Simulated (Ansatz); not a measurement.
# Telling isomers of O2P2 apart by their spectra

These gas-phase data were calculated for one isomer of O2P2 at PBE0-D4/def2-TZVP (harmonic, unscaled wavenumbers; equilibrium rotational constants with average atomic masses):

* rotational constants: 13.01, 5.413, 3.822 GHz
* all wavenumbers above 1500 cm⁻¹: none
* dipole moment: 0.00 D (PBE0/def2-TZVPD)

Candidates:

(1) `O1P=[O+][P-]1`, a singlet
(2) `O1P2OP12`, a singlet

Problem. Assign the data to one candidate and say why. Where the bands don't settle it, estimate the moments of inertia from typical bond lengths.

Solution. Candidate (1). The rotational constants decide: (2) would give 9.174, 6.75, 4.871 GHz.

The same quantities for all candidates:

```tsv
	rotational constants (GHz)	wavenumbers above 1500 cm⁻¹	dipole (D)	E above the lowest, PBE0-D4/def2-TZVP (kcal/mol)
(1)	13.01, 5.413, 3.822	none	0.00	0.0
(2)	9.174, 6.75, 4.871	none	1.29	5.0
```

Programs: Ansatz 0.2.0.
